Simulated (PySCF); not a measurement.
## One molecule, many functionals

1,2-dichloroethane, C2H4Cl2.
SMILES: `ClCCCl`

Linear-response calculations in the def2-SVPD basis (PySCF; singlets by full response, triplets Tamm–Dancoff, core orbitals frozen in the response; HF means time-dependent Hartree–Fock). 'Strongest' is the level of largest summed f among the singlets computed (10 roots, of which the last may lack a degenerate partner); it can jump between rows when another state enters that window. S1 is the lowest singlet of each run and needn't be the same state throughout; f(S1) is that of one state. One conformer (not necessarily the lowest) at the PBE0-D3(BJ)/def2-SVP geometry, without solvent, vibrations or thermal averaging.

```
functional                               kind  S1 (eV)  f(S1)  strongest (eV)  T1 (eV)  HOMO (eV)  gap (eV)  ionisation energy, ΔSCF (eV)
       LDA                                LDA     6.41  0.000            6.51     6.03      -7.51      6.20                         10.61
       PBE                                GGA     6.47  0.000            6.55     6.02      -7.41      6.28                         10.46
      PBE0  global hybrid, 25% exact exchange     7.22  0.037            8.40     6.54      -8.80      8.74                         10.95
 BHandHLYP  global hybrid, 50% exact exchange     7.64  0.022            8.92     6.89     -10.07     10.96                         11.27
 CAM-B3LYP             range-separated hybrid     7.37  0.022            8.59     6.65     -10.19     11.13                         11.26
   wB97X-D             range-separated hybrid     7.42  0.022            8.85     6.74     -10.69     12.37                         11.25
   LC-wPBE             range-separated hybrid     7.63  0.000            9.27     6.80     -11.63     13.72                         11.64
        HF                       Hartree–Fock     8.37  0.000            9.83     7.45     -12.10     14.87                   not settled
```

Q: What does B3LYP (global hybrid, 20% exact exchange) give?

A: S1 (eV) 7.06, f(S1) 0.041, strongest (eV) 8.09, T1 (eV) 6.45, HOMO (eV) -8.54, gap (eV) 8.20, ionisation energy, ΔSCF (eV) 10.87. S1 runs from 6.41 eV (LDA) to 8.37 eV (HF), a spread of 1.96 eV, while the orbital gap spreads over 8.7 eV. Along PBE (0%), B3LYP (20%), PBE0 (25%), BHandHLYP (50%), HF (100%) S1 rises with the share of exact exchange. −ε(HOMO) comes closest to its own ΔSCF ionisation energy with LC-wPBE (-0.01 eV) and misses most with LDA (-3.10 eV). 'Not settled' means that the ion's SCF failed to converge or may have ended in another state than the lowest.
